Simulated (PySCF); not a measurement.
**A diatomic session: CH**

One table from this session's results is given with a row withheld; the runs are named, their logs left out.

The runs use PySCF 2.14.0; H pcseg-2, C pcseg-2, no relativity.

Set-up of the first run:

Settings of the job:

- atoms: H, C
- charge: 0
- basis: H pcseg-2, C pcseg-2
- Hamiltonian: no relativity
- basis functions: 44
- electrons treated: 7
- masses in u: 1.0078, 12.0000
- levels: PBE0, PBE, r²SCAN, B3LYP, revPBE, PW91, ωB97X, HF, MP2, SCS-MP2, CCSD, CCSD(T)
- grid: 80 radial by 434 angular points
- occupations: held fixed by the projection of orbital angular momentum
- dissociation limit: H + C, each in its ground configuration
- starting distance in angstrom: 1.030
- values of 2S to try: 1, 3

Run with:

```sh
OMP_NUM_THREADS=1 python dia.py task.json out
```

Steps of the session up to this table: Set-up; First curve: PBE0; Excited determinants; PBE; r²SCAN (meta-GGA); B3LYP (global hybrid GGA); revPBE; PW91 (GGA); ωB97X; UHF (mean field); Correlated methods on the Hartree–Fock reference.

One table of the session follows, with a row left open; its other results are not shown here.

| level | Re (Å) | ωe (cm⁻¹) | De (eV) |
| --- | --- | --- | --- |
| UHF | 1.105 | 3039 | 2.47 |
| UHF-MP2 | 1.111 | 2969 | 3.40 |
| UHF-SCS-MP2 | 1.112 | 2959 | 3.53 |
| UHF-CCSD | 1.118 | 2887 | 3.52 |
| UHF-CCSD(T) | 1.119 | 2870 | 3.55 |
| PBE | 1.137 | 2729 | 3.66 |
| revPBE | ? | ? | ? |
| PW91 | 1.135 | 2738 | 3.67 |
| r²SCAN | 1.126 | 2812 | 3.53 |
| B3LYP | 1.123 | 2828 | 3.69 |
| PBE0 | 1.125 | 2846 | 3.59 |
| ωB97X | 1.119 | 2896 | 3.61 |

Estimate the missing values for revPBE.

As computed: Re (Å): 1.138; ωe (cm⁻¹): 2720; De (eV): 3.60. In the column «Re (Å)» it is the highest.
